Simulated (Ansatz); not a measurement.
C3H6Cl, charge -1, singlet, geometry from GFN2-xTB (a gas-phase anion, which may not be bound at this level); Ansatz (an electronic-structure program) with BLYP/cc-pVDZ.

Ansatz was given this input:
Ansatz 0.2 input:
```yaml
crystal:
  periodic: [false, false, false]
  atoms:
    - {symbol: C, position_ang: [0.87874214, -0.57746196, 0.01178248]}
    - {symbol: C, position_ang: [2.36128716, -0.21090347, 0.01892378]}
    - {symbol: C, position_ang: [0.05260727, 0.70987802, 0.08469850]}
    - {symbol: H, position_ang: [0.66331677, -1.19415500, 0.89661526]}
    - {symbol: H, position_ang: [0.68416168, -1.22068093, -0.87379508]}
    - {symbol: H, position_ang: [2.99566787, -1.10167485, 0.03968092]}
    - {symbol: Cl, position_ang: [-1.73162036, 0.11908892, 0.00897987]}
    - {symbol: H, position_ang: [2.61173789, 0.36877995, -0.87023935]}
    - {symbol: H, position_ang: [2.58650261, 0.40082008, 0.89158272]}
    - {symbol: H, position_ang: [0.14033970, 1.19332350, -0.92893097]}
basis:
  gaussian:
    orbitals: cc-pVDZ
hamiltonian:
  xc: blyp
total_charge: -1
```

Output, abridged:

```
Functional definition: BLYP
1152 factors; their error is unknown
mean field evaluation 1: about -15721.9901 eV, gradient 4.7e1 eV
mean field evaluation 2: about -15703.6798 eV, gradient 8.8e1 eV
mean field evaluation 4: about -15727.9725 eV, gradient 6.7e0 eV
mean field evaluation 8: about -15728.0835 eV, gradient 1.4e-1 eV
mean field evaluation 16: about -15728.0318 eV, gradient 2.4e-4 eV
mean field -15728.03181610 eV, -577.9945083988 hartree, gradient 4.1e-5 eV, S^2 0.000000; 0 other end points of the search recorded, 0 dependent functions left out
reference -15728.03213171 eV, -577.9945199974 hartree; 21, 21 occupied and 69, 69 virtual orbitals, 1152 factors
Total energy: -15728.03213171 eV, -577.9945199974 hartree
```
